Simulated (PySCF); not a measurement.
BO⁻: input and log

State: ¹Σ⁺ (singlet), closed shell.

An equivalent input (the run itself took its basis sets from the Basis Set Exchange, started from a PBE0 density and held the occupation σ 5α 5β, πx 1α 1β, πy 1α 1β):

```python
from pyscf import gto, dft
mol = gto.M(atom='B 0 0 0; O 0 0 1.241', basis={'B': 'aug-cc-pVDZ', 'O': 'aug-cc-pVDZ'},
            charge=-1, spin=0, verbose=4, symmetry='C2v')
mf = dft.UKS(mol, xc='PBE0')
mf.grids.atom_grid = (80, 434)
mf.grids.prune = dft.gen_grid.treutler_prune
mf.irrep_nelec = {'A1': (5, 5), 'B1': (1, 1), 'B2': (1, 1)}
mf.conv_tol = 1e-9
mf.max_cycle = 60
mf.diis_space = 10
mf.kernel()
```

The log (some set-up lines and the per-cycle HOMO/LUMO lines removed):

```
******** <class 'pyscf.dft.uks_symm.SymAdaptedUKS'> ********
method = SymAdaptedUKS
damping factor = 0
level_shift factor = 0
DIIS = <class 'pyscf.scf.diis.CDIIS'>
diis_start_cycle = 1
diis_space = 10
diis_damp = 0
SCF conv_tol = 1e-09
SCF conv_tol_grad = None
SCF max_cycles = 60
number electrons alpha = 7  beta = 7
Set gradient conv threshold to 3.16228e-05
init E= -99.9873656171376
cycle= 1 E= -100.008156443975  delta_E= -0.0208  |g|= 0.0296  |ddm|= 0.179
cycle= 2 E= -100.007091639439  delta_E= 0.00106  |g|= 0.0614  |ddm|= 0.09
cycle= 3 E= -100.008564228691  delta_E= -0.00147  |g|= 0.00482  |ddm|= 0.0596
cycle= 4 E= -100.00857667337  delta_E= -1.24e-05  |g|= 0.00138  |ddm|= 0.0123
cycle= 5 E= -100.008577664994  delta_E= -9.92e-07  |g|= 0.000143  |ddm|= 0.00288
cycle= 6 E= -100.008577679487  delta_E= -1.45e-08  |g|= 1.2e-05  |ddm|= 0.000417
cycle= 7 E= -100.008577679574  delta_E= -8.65e-11  |g|= 1e-06  |ddm|= 6.53e-05
Extra cycle  E= -100.008577679573  delta_E= 9.09e-13  |g|= 2.15e-06  |ddm|= 5.63e-06
converged SCF energy = -100.008577679573  <S^2> = -7.1054274e-15  2S+1 = 1
```

Repeating this along the bond gives Re = 1.240 Å and ωe = 1720 cm⁻¹.

A point of this curve took 0.88 CPU seconds beside 0.052 for the integrals, on Intel Xeon Platinum 8488C (shared host).
